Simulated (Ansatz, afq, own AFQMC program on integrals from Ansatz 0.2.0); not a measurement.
**C$_{2}$H$_{8}$ClNSi$_{2}$, singlet in def2-SVP, levels against AFQMC with the constraint released**

```xyz
14

C    -1.6489   -0.8315    1.2670
C    -1.1704   -1.5796    0.2658
Si    0.0977   -0.9623   -0.9605
N     0.3071    0.7758   -0.8703
Si    1.5272    1.6929   -0.0737
Cl    0.9612    2.2806    1.8469
H    -2.3903   -1.2150    1.9772
H    -1.3102    0.1984    1.4290
H    -1.5409   -2.6090    0.1615
H    -0.3346   -1.3357   -2.3434
H     1.4383   -1.5680   -0.6974
H    -0.4782    1.3191   -1.2238
H     2.7412    0.8490    0.0648
H     1.7878    2.9559   -0.8143
```

Basis def2-SVP. Noble-gas cores (and the filled d shells of Ga–Kr and In–Xe) are frozen. AFQMC by an in-house program on the Cholesky factors that Ansatz 0.2.0 writes for its CCSD(T) run. ph-AFQMC/CISD is guided by a CISD state made of CCSD amplitudes; releasing the constraint for a short imaginary time cuts its bias at the price of noise, slowly where states lie close. Uncertainties: one standard error, sampling alone.

Determinant: RHF, the one that the program's search chose, which needn't be the lowest solution. The geometry is a PBE0/def2-SVP stationary point of this or a neighbouring charge and spin state.

No full CI on the walks' own integrals is used here. The released AFQMC energy serves as the reference, which it does only where one determinant dominates, the energy is flat over the last release times and near the phaseless one (40 meV or 2 meV an electron, half that with transition metals). On small molecules, where full CI could be run and the noise was under 10 meV, such values lay within 10 meV of it in 19 cases of 20, a flattering rate, since the rule was set on those same cases; what remains of the bias isn't in the error bar.

Cautions: the released value is read at 0.63 1/Eh with a noise of 23 meV, more than in the cases checked, later times being too noisy (meV from the phaseless value at times in 1/Eh: -24 ± 24 at 0.21, -55 ± 19 at 0.42, -56 ± 23 at 0.63, -40 ± 33 at 0.90).

```
T1 diagnostic                               : 0.0110
weight of the determinant in the CISD state : 0.735
size of the correlated space                : 36 electrons in 118 orbitals
```

```csv
level,correlation energy (eV)
MP2,-20.6429
CCSD,-22.6642
CCSD(T),-23.3397
```

(1) Estimate where AFQMC with the constraint released lies against CCSD(T) on the same integrals.

(1) 12.0 ± 2.2 kJ/mol below CCSD(T).

Reference: AFQMC with the constraint released, correlation energy -23.464 ± 0.023 eV.

```tsv
level	E − E(reference) (kJ/mol)	share of correlation (%)
CCSD(T)	12.0 ± 2.2	99.47
ph-AFQMC/CISD	5.4 ± 2.6	99.76
```

Released energies are given only where the last usable release times agree within the noise; a slower fall can still hide under it.
